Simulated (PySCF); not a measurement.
Structure revision by computed shifts

A compound C5H4 gives the data below (simulated from a calculation) and was assigned the structure `C#CCC#C`.

13C{1H} NMR (computed): δ 78.1 (C), 74.5 (C), 72.7 (C), 69.8 (CH), 5.2 (CH3).

1H NMR (400 MHz, computed): δ 2.13 (d, J = 2.4 Hz, 3H), 1.07 (q, J = 2.4 Hz, 1H).

[PySCF 2.14.0 with density-fitted response routines: spin–spin couplings from B3LYP/pcJ-1; σ from GIAO-PBE0/pcSseg-1; geometry: GFN2-xTB; one conformer; one averaged value for each set of equivalent atoms; no relativistic terms; isolated molecule]

Chemical shifts δ = σref − σ; 1H, 13C vs TMS, all at this level.

(1) Compare with the shifts computed for the proposed structure, pairing carbons in order of shift.

(2) Which isomer fits?

Answers

(1) Structure with atom numbers: `[CH:1]#[C:2][CH2:3][C:4]#[CH:5]` (H(Xn): hydrogen on atom n).

```
atom  computed for proposal  given list  difference
  C2                   82.4        78.1        +4.3
  C4                   82.4        74.5        +7.9
  C1                   76.3        72.7        +3.6
  C5                   76.3        69.8        +6.5
  C3                   11.3         5.2        +6.1
```

The rms difference is 5.9 ppm and the largest +7.9 ppm at C4 (alkyne carbon). The proposal also would give 3 carbon signals, not 5. The carbon types in order of shift don't match either: C, C, CH, CH, CH2 for the proposal against C, C, C, CH, CH3 in the data. The proposal doesn't fit.

(2) `C(#CC#C)C`.

- Carbon types of the structure: 3 × C, 1 × CH, 1 × CH3, which accounts for all hydrogens.
- δC 78.1, 74.5, 72.7: alkyne carbon; sp carbons lie upfield of alkene carbons because the cylindrical π system leaves one tensor component strongly shielded.
- δC 69.8: terminal alkyne carbon; sp carbons lie upfield of alkene carbons because the cylindrical π system leaves one tensor component strongly shielded.
- δC 5.2: propargylic methyl carbon; a saturated carbon with 1 carbon neighbour and no heteroatom attached.
- δH 1.07: hydrogen on a terminal alkyne carbon; it lies on the axis of the triple bond, in its shielding cone.

Other isomers checked: C#CC1C=C1 (rms 29.4 ppm).

This is the structure that produced the data.

Multiplet labels drop couplings under 1 Hz and merge nearly equal ones. Shifts are as computed. Against solution values, carbons near 30 ppm lie about +3 ppm off and those near 130 ppm about +5 ppm. Of 1211 compounds with measured shifts, 218 miss one by over three times the rms of a fit or turn the order of signals round; such compounds aren't used in these exercises.
